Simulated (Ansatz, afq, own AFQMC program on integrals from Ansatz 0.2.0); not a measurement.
AlH, singlet: AFQMC among the cluster methods

```json
{"atom": "Al", "x (Å)": "0.0000", "y (Å)": "0.0000", "z (Å)": "0.0000"}
{"atom": "H", "x (Å)": "0.0000", "y (Å)": "0.0000", "z (Å)": "1.4830"}
```

Basis cc-pVTZ. Noble-gas cores (and the filled d shells of Ga–Kr and In–Xe) are frozen. Integrals, coupled cluster, full CI and functionals: Ansatz 0.2.0; the random walks run on the same integrals in our own AFQMC program. The CISD trial takes its coefficients from CCSD amplitudes. Released means that phaseless walkers are propagated on without the constraint, phases kept. Free AFQMC starts from the CCSD state and is never constrained. Its projection time is finite, and what remains of the start isn't in its error. Uncertainties: one standard error, sampling alone.

Determinant: RHF, the one that the program's search chose, which needn't be the lowest solution. The geometry is a point of a scan.

Full CI on the same integrals is exact in this basis and with this determinant's frozen core.

Cautions: restricted determinant unstable towards unrestricted (UHF 29 meV lower, ⟨S²⟩ 0.24).

```
T1 diagnostic                               : 0.0130
weight of the determinant in the CISD state : 0.915
size of the correlated space                : 4 electrons in 43 orbitals
```

Reference: full CI, correlation energy -2.291 eV. The released energy is read at 2.40 1/Eh (meV from the phaseless value at times in 1/Eh: -0.6 ± 1.0 at 0.24, -0.9 ± 0.8 at 0.51, -2.3 ± 0.7 at 0.99, -3.0 ± 0.6 at 1.62, -3.6 ± 1.0 at 2.40).

| level | E − E(reference) (kJ/mol) | share of correlation (%) |
| --- | --- | --- |
| HF | 221.1 | 0.00 |
| MP2 | 57.6 | 73.96 |
| CCSD | 4.6 | 97.91 |
| CCSD(T) | 1.1 | 99.52 |
| CCSDT | 0.1 | 99.93 |
| CCSDT(Q) | 0.0 | 99.99 |
| ph-AFQMC/HF | -1.0 ± 1.5 | 100.44 |
| ph-AFQMC/CISD | 0.4 ± 0.1 | 99.83 |
| released AFQMC | 0.0 ± 0.09 | 99.99 |
| free AFQMC | -0.1 ± 0.07 | 100.05 |

CCSDT and higher add their correlation energy to the determinant of the CCSD(T) run, since their own runs factorise the integrals more tightly (a shift of under 2 meV). Free projections are given only where their last times agree within the noise and don't stop above the reference; a slow remainder of the start can still hide under it. A walk keeps the symmetry of its determinant, which the program's search chose and which needn't be the lowest solution, so a lower state of the same spin and another symmetry isn't excluded. Released energies are given only where the last usable release times agree within the noise; a slower fall can still hide under it.
